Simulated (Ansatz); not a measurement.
hcp Mg, treated with PBEsol (Ansatz, a program for electronic structure, plane waves, PAW).

Run with plane-wave cutoff 500 eV, 18×18×1 k mesh (along the axes of the cell as run), Fermi–Dirac smearing 0.1 eV, scalar-relativistic PAW data made under PBE.

Question: Predict the surface energy of the (10-11) face and work function of the (10-11) face.

Answer: 
- surface energy of the (10-11) face = 0.72 J/m²
- work function of the (10-11) face = 3.78 eV

The slab of 12 atoms is relaxed and unreconstructed.

Static lattice: no zero-point or thermal effects.
